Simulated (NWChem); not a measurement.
# BH3O (SMILES BO) at FT97/cc-pVTZ-DK (ZORA, density fitting with weigend coulomb fitting)

Aim: the vertical electron affinity of BH3O at FT97/cc-pVTZ-DK (ZORA, density fitting with weigend coulomb fitting), from 2 runs. 

Program for the calculation: NWChem 7.3.0.

1 further run of the same task is left out (set aside as unsound or not needed).

### Step 1. The structure to begin with

BH3O: 5 atoms, total charge 0, spin state singlet. SMILES: `BO`. The coordinates come from a PBE0-D4/def2-TZVP relaxation.

Bond lengths: B1–O2 1.348 Å, B1–H3 1.196 Å, B1–H4 1.202 Å, O2–H5 0.961 Å. Angles: B1–O2–H5 113.5°, O2–B1–H3 116.8°, O2–B1–H4 120.7°, H3–B1–H4 122.5°.

### Step 2. A single-point energy at FT97/cc-pVTZ-DK (ZORA, density fitting with weigend coulomb fitting)

bh3o.nw

```
start bh3o
title "BH3O energy"
memory 2200 mb

geometry noautosym nocenter noautoz
 B     -0.226600    -0.352800     0.074700
 O      0.413500     0.801800     0.345900
 H     -0.820300    -0.865500     0.977800
 H     -0.190600    -0.828900    -1.028100
 H      0.874000     1.171800    -0.411700
end

basis "ao basis" spherical
 * library cc-pVTZ-DK
end

basis "cd basis" spherical
 * library "weigend coulomb fitting"
end

relativistic
 zora on
end

dft
 xc ft97
 mult 1
 grid coarse
 direct
 mulliken
end

task dft energy
```

The run is started by

```console
$ nwchem bh3o.nw > bh3o.out
```

The program printed:

```text
[...]
          Wavefunction type:  closed shell.
          No. of atoms     :     5
          No. of electrons :    16
[...]
          Charge           :     0
          Spin multiplicity:     1
[...]
          AO basis - number of functions:   102
[...]
              XC Information
              --------------
           Filatov Thiel 1997 Method XC Functional
                        Slater Exchange Functional  1.000 local
            Filatov Thiel 1997 Method X Functional  1.000 non-local
            Filatov Thiel 1997 Method C Functional  1.000
[...]
 d= 0,ls=0.0,diis     1   -101.9316038233 -1.32D+02  7.97D-03  4.20D-01     2.8
[...]
 d= 0,ls=0.0,diis     7   -101.9817463434 -1.00D-07  3.02D-06  9.80D-08     5.7
[...]
         Total DFT energy =     -101.981746343411
      One electron energy =     -198.486260333601
           Coulomb energy =       79.834715077536
    Exchange-Corr. energy =      -13.734891244254
 Nuclear repulsion energy =       30.404690156908
       Scaling correction =        0.033240138329
[...]
      Total Density - Mulliken Population Analysis
     ---------------------------------------------
    Atom       Charge   Shell Charges
 -----------   ------   -------------------------------------------------------
    1 B    5     4.95   1.98  0.69  0.16  0.21  0.65  0.92  0.19  0.05  0.08  0.02
    2 O    8     8.24   1.94  1.00  0.25  0.53  1.31  2.10  1.09  0.00  0.02  0.00
    3 H    1     1.00   0.27  0.51  0.21  0.00  0.00  0.00
    4 H    1     1.03   0.27  0.52  0.24  0.00  0.00  0.00
    5 H    1     0.78   0.27  0.38  0.05  0.02  0.06  0.01
[...]
```

Run time: 6.3 s. Hardware: 1 thread of Intel Xeon Platinum 8488C (Sapphire Rapids), shared host; peak memory 0.12 GiB.

### Step 3. The doublet anion, same level

work.nw

```
echo
start work
memory stack 880 mb heap 220 mb global 1100 mb
charge -1
geometry noautosym nocenter
zmatrix
  B
  O 1 r2
  H 1 r3 2 a3
  H 1 r4 3 a4 2 d4
  H 2 r5 1 a5 3 d5
variables
  r2 1.347731
  r3 1.196215
  a3 116.80701
  r4 1.201722
  a4 122.5396
  d4 179.98489
  r5 0.960686
  a5 113.511
  d5 179.99798
end
end
basis spherical
* library cc-pVTZ-DK
end
basis "cd basis" spherical
* library "weigend coulomb fitting"
end
relativistic
zora on
end
dft
xc ft97
mult 2
grid coarse
direct
maxiter 150
mulliken
end
task dft energy
```

The run is started by

```console
$ nwchem work.nw > work.out
```

The program printed:

```text
[...]
          Wavefunction type:  spin polarized.
          No. of atoms     :     5
          No. of electrons :    17
[...]
          Charge           :    -1
          Spin multiplicity:     2
[...]
          AO basis - number of functions:   102
[...]
              XC Information
              --------------
           Filatov Thiel 1997 Method XC Functional
                        Slater Exchange Functional  1.000 local
            Filatov Thiel 1997 Method X Functional  1.000 non-local
            Filatov Thiel 1997 Method C Functional  1.000
[...]
 d= 0,ls=0.0,diis     1   -101.7529929051 -1.32D+02  1.07D-02  4.67D-01     4.5
[...]
 d= 0,ls=0.0,diis     8   -101.9091233980 -3.89D-07  7.19D-06  9.12D-07     9.3
[...]
         Total DFT energy =     -101.909123397996
      One electron energy =     -202.667210386852
           Coulomb energy =       84.307640295123
    Exchange-Corr. energy =      -13.954242877674
 Nuclear repulsion energy =       30.404689571408
       Scaling correction =        0.032485673836
[...]
      Total Density - Mulliken Population Analysis
     ---------------------------------------------
    Atom       Charge   Shell Charges
 -----------   ------   -------------------------------------------------------
    1 B    5     5.63   1.98  0.64  0.14  0.23  0.70  0.97  0.84  0.05  0.06  0.01
    2 O    8     8.32   1.94  0.99  0.25  0.52  1.32  2.09  1.19  0.00  0.02  0.00
    3 H    1     1.08   0.27  0.47  0.33  0.00  0.01  0.00
    4 H    1     1.13   0.27  0.48  0.37  0.00  0.00  0.00
    5 H    1     0.84   0.27  0.40  0.08  0.02  0.06  0.01
[...]
      <S2> =      0.7526 (Exact =     0.7500)
[...]
```

Run time: 10 s. Hardware: 1 thread of Intel Xeon Platinum 8488C (Sapphire Rapids), shared host; peak memory 0.12 GiB.

### Step 4. Summary of results

At FT97/cc-pVTZ-DK (ZORA, density fitting with weigend coulomb fitting):

```
                                         quantity          value
                       singlet BH3O: total energy  -101.98175 Eh
                      singlet BH3O: dipole moment         1.56 D
                        singlet BH3O: HOMO energy       -7.31 eV
                        singlet BH3O: LUMO energy       -1.12 eV
                      singlet BH3O: HOMO–LUMO gap        6.19 eV
                      doublet anion: total energy  -101.90912 Eh
doublet anion: HOMO energy (highest over α and β)        5.05 eV
 doublet anion: LUMO energy (lowest over α and β)        5.90 eV
                              doublet anion: ⟨S²⟩          0.753
vertical electron affinity (to the doublet anion)      -1.976 eV
```

**Reading.** The anion lies 1.98 eV (46 kcal/mol) above the neutral: the electron isn't bound at this level, and such a value depends on the basis. Without diffuse functions anions come out too high. Mulliken charges (doublet anion) run from -0.63 on B1 to +0.16 on H5; they depend strongly on the basis. The HOMO (doublet anion) lies at positive energy, 5.05 eV, as semi-local functionals often give for anions; only total energies tell whether the electron is bound.
